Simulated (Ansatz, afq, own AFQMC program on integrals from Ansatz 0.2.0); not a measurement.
# Where AFQMC and coupled cluster stand for CHSi, doublet

```xyz
3

Si    0.0000    0.0000    0.5488
C     0.0000    0.0000   -2.5972
H     0.0000    0.0000    2.0484
```

Connectivity, by distances: SiH ··· C.

Basis 6-31G. Only valence electrons are correlated. Integrals, coupled cluster, full CI and functionals: Ansatz 0.2.0; the random walks run on the same integrals in our own AFQMC program. The CISD trial takes its coefficients from CCSD amplitudes. Released means that phaseless walkers are propagated on without the constraint, phases kept. Error bars are statistical, one sigma.

Determinant: ROHF, the one that the program's search chose, which needn't be the lowest solution. The geometry is a point of a scan.

Full CI on the same integrals is exact in this basis and with this determinant's frozen core.

Cautions: a spin-contaminated unrestricted determinant lies lower (UHF 3.69 eV lower, ⟨S²⟩ 1.75); the search met a lower determinant of the same kind, perhaps of another symmetry (1.28 eV lower); strong correlation (T1 0.260, weight of the determinant 0.34, largest double 0.19); CCSD(T) is in doubt: among natural orbitals it converges to other amplitudes; the CCSDT(Q) amplitudes may be one of several solutions (largest double 0.70); the CCSDTQ amplitudes may be one of several solutions (largest double 0.70); the released energies have errors that jump between times, so the bars are unsure, so no released level is given (meV from the phaseless value at times in 1/Eh: 649 ± 655 at 0.24, -19 ± 10 at 0.51, -27 ± 11 at 0.99, -42 ± 10 at 1.62, -60 ± 10 at 2.40), though the last usable value meets full CI within the noise; the next higher spin lies close (full CI puts it 75 meV above).

* T1 diagnostic: 0.2601
* weight of the determinant in the CISD state: 0.339
* size of the correlated space: 9 electrons in 18 orbitals

Reference: full CI, correlation energy -6.034 eV. The cautions show a poor starting determinant, so the rows tell how each method copes with it here, and full CI is the sure value.

| level | E − E(reference) (kJ/mol) | share of correlation (%) |
| --- | --- | --- |
| HF | 582.2 | 0.00 |
| MP2 | 214.1 | 63.23 |
| CCSD | 10.7 | 98.16 |
| CCSD(T) | 2.6 | 99.55 |
| CCSDT | 1.0 | 99.82 |
| CCSDT(Q) | -0.1 | 100.02 |
| CCSDTQ | 0.1 | 99.98 |
| ph-AFQMC/HF | 153.1 ± 4.3 | 73.71 |
| ph-AFQMC/CISD | 7.4 ± 0.8 | 98.72 |

CCSDT and higher add their correlation energy to the determinant of the CCSD(T) run, since their own runs factorise the integrals more tightly (a shift of under 2 meV). A walk keeps the symmetry of its determinant, which the program's search chose and which needn't be the lowest solution, so a lower state of the same spin and another symmetry isn't excluded.
